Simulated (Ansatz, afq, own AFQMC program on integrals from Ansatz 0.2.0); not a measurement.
**Where AFQMC and coupled cluster stand for C$_{2}$H$_{2}$, singlet**

```xyz
4

C     0.0000    0.0000    0.6203
C     0.0000    0.0000   -0.8278
H     0.0000   -1.0542    1.2364
H     0.0000    1.0542    1.2364
```

Connectivity, by distances: CH2–C.

Basis cc-pVDZ. Noble-gas cores (and the filled d shells of Ga–Kr and In–Xe) are frozen. Integrals, coupled cluster, full CI and functionals: Ansatz 0.2.0; the random walks run on the same integrals in our own AFQMC program. The CISD trial takes its coefficients from CCSD amplitudes. Released means that phaseless walkers are propagated on without the constraint, phases kept. Free AFQMC starts from the CCSD state and is never constrained. Its projection time is finite, and what remains of the start isn't in its error. Error bars are statistical, one sigma.

Determinant: RHF, the one that the program's search chose, which needn't be the lowest solution. The geometry is a point of a scan.

No full CI on the walks' own integrals is used here; CCSDT(Q) serves as the reference and is uncertain by about the last step of the cluster series.

Cautions: higher spins were not checked; restricted determinant unstable towards unrestricted (UHF 132 meV lower, ⟨S²⟩ 0.53).

* T1 diagnostic: 0.0190
* weight of the determinant in the CISD state: 0.858
* size of the correlated space: 10 electrons in 36 orbitals

Reference: CCSDT(Q), correlation energy -7.895 eV. The released energy is read at 2.40 1/Eh (meV from the phaseless value at times in 1/Eh: 0 ± 20 at 0.24, -5 ± 14 at 0.51, -22 ± 16 at 0.99, -34 ± 18 at 1.62, -38 ± 27 at 2.40).

```tsv
level	E − E(reference) (kcal/mol)	share of correlation (%)
HF	182.05	0.00
MP2	29.33	83.89
CCSD	8.60	95.28
CCSD(T)	1.24	99.32
CCSDT	0.59	99.68
ph-AFQMC/HF	1.43 ± 1.86	99.21
ph-AFQMC/CISD	0.41 ± 0.41	99.78
released AFQMC	-0.47 ± 0.63	100.26
free AFQMC	0.53 ± 0.54	99.71
```

Free projections are given only where their last times agree within the noise and don't stop above the reference; a slow remainder of the start can still hide under it. A walk keeps the symmetry of its determinant, which the program's search chose and which needn't be the lowest solution, so a lower state of the same spin and another symmetry isn't excluded. Released energies are given only where the last usable release times agree within the noise; a slower fall can still hide under it.
